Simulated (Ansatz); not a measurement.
A calculation with Ansatz (development build ahead of 0.2.0).

```yaml
crystal:
  periodic: [false, false, false]
  atoms:
    - { symbol: C, position_ang: [-0.0042, -0.00875, -0.64704] }
    - { symbol: O, position_ang: [-0.00778, 0.00579, 0.48591] }
basis:
  gaussian: { orbitals: cc-pVDZ }
hamiltonian:
  xc: hf
correlation:
  method: mp2
  frozen_orbitals: { C: 1, O: 1 }
```

The input is written out in the form of the current development build from the run's settings.

Output:

```
Converged                       : yes
Reference energy                : -112.74879 hartree
Correlation energy              : -0.28759 hartree
Total energy                    : -113.03638 hartree
Spin squared of the determinant : 0.000
```
